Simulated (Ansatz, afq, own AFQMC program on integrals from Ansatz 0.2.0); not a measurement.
# C$_{2}$H$_{8}$OSi, singlet: AFQMC among the cluster methods

```csv
atom,x (Å),y (Å),z (Å)
C,-1.4715,-0.3196,-0.1298
C,-0.1944,-0.5987,0.6594
Si,1.3614,0.1397,-0.0929
O,1.2692,1.8039,-0.2264
H,-1.4187,-0.7345,-1.1498
H,-1.6546,0.7631,-0.2248
H,-2.3598,-0.7558,0.3534
H,-0.2846,-0.2118,1.6897
H,-0.0284,-1.6867,0.7608
H,1.5882,-0.4736,-1.4450
H,2.5345,-0.1327,0.7850
H,0.7355,2.1515,-0.9456
```

Basis def2-TZVP. Only valence electrons are correlated. Ansatz 0.2.0 and our own AFQMC program on the same integrals; the CISD trial comes from CCSD amplitudes, and released means the phaseless constraint is let go. Uncertainties: one standard error, sampling alone.

Determinant: RHF, the one that the program's search chose, which needn't be the lowest solution. The geometry is a PBE0/def2-SVP stationary point of this or a neighbouring charge and spin state.

No full CI on the walks' own integrals is used here. The released AFQMC energy serves as the reference, which it does only where one determinant dominates, the energy is flat over the last release times and near the phaseless one (40 meV or 2 meV an electron, half that with transition metals). On small molecules, where full CI could be run and the noise was under 10 meV, such values lay within 10 meV of it in 19 cases of 20, a flattering rate, since the rule was set on those same cases; what remains of the bias isn't in the error bar.

Cautions: the released value is read at 0.90 1/Eh with a noise of 19 meV, more than in the cases checked (meV from the phaseless value at times in 1/Eh: -9 ± 10 at 0.21, 2 ± 21 at 0.42, -3 ± 15 at 0.63, -20 ± 19 at 0.90).

The T1 diagnostic is 0.0103. The weight of the determinant in the CISD state is 0.791. The size of the correlated space is 26 electrons in 170 orbitals.

| level | correlation energy (eV) |
| --- | --- |
| MP2 | -19.1041 |
| CCSD | -20.4055 |
| CCSD(T) | -21.1155 |

(1) Estimate where phaseless AFQMC with the Hartree–Fock trial lies against CCSD(T) on the same integrals.

(1) 4.58 ± 1.08 kcal/mol below CCSD(T).

Reference: AFQMC with the constraint released, correlation energy -21.199 ± 0.019 eV.

| level | E − E(reference) (kcal/mol) | share of correlation (%) |
| --- | --- | --- |
| CCSD(T) | 1.93 ± 0.43 | 99.61 |
| ph-AFQMC/HF | -2.65 ± 1.16 | 100.54 |
| ph-AFQMC/CISD | 0.46 ± 0.51 | 99.91 |

Released energies are given only where the last usable release times agree within the noise; a slower fall can still hide under it.
